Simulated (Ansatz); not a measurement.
# SiNF (triplet): from Hartree-Fock to the top rungs, def2-QZVPP

One table from this session's results is given with a row withheld; the runs are named, their logs left out.

Computed with Ansatz 0.2.0, Gaussian basis. Level: def2-QZVPP, core rule «outside noble gas», up to 7 orbitals frozen.

The runs, in order: UHF; ROHF; CCSD(T) on UHF.

2 further runs of the same task are left out: 2 set aside as unsound or not needed.

### The system

The geometry is a PBE0/def2-TZVP stationary point (not a proven minimum) of the parent state, kept for this charge and spin.

3 atoms, charge 0, spin multiplicity 3.

Atoms are counted from 1 here; the program's logs count them from 0.

Bond lengths: F1–Si2 1.576 Å, Si2–N3 1.557 Å. Angles: F1–Si2–N3 180.0°.

The first run:

File in.yaml:

```yaml
crystal:
  periodic: [false, false, false]
  atoms:
    - {symbol: F, position_ang: [0.000000, 0.000000, 1.569800]}
    - {symbol: Si, position_ang: [0.000000, 0.000000, -0.006200]}
    - {symbol: N, position_ang: [0.000000, 0.000000, -1.563600]}
basis:
  gaussian: {orbitals: "def2-QZVPP.json"}
magnetization: {spin_polarized: true, initial_magnetization: 2}
hamiltonian: {xc: hf}
output: {orbitals: {seedname: orbitals}}
```

Started as:

```console
> ansatz run in.yaml --threads 1 --pin off --events-out ev --progress --plain --max-ram 2393MiB
```

Steps of the session up to this table: UHF; ROHF; CCSD(T) on UHF.

One table of the session follows, with a row left open; its other results are not shown here.

It belongs to the step «Misses and costs». 

```
  method  from UCCSD(T) (kJ/mol)
    ROHF                 +1573.4
     UHF                 +1556.7
    UMP2                   +90.7
   UCCSD                       ?
UCCSD(T)                       0
```

Estimate the missing values for UCCSD.

**Answer.** from UCCSD(T) (kJ/mol): +70.1. In the column «from UCCSD(T) (kJ/mol)» it lies between UCCSD(T) (0) and UMP2 (+90.7).
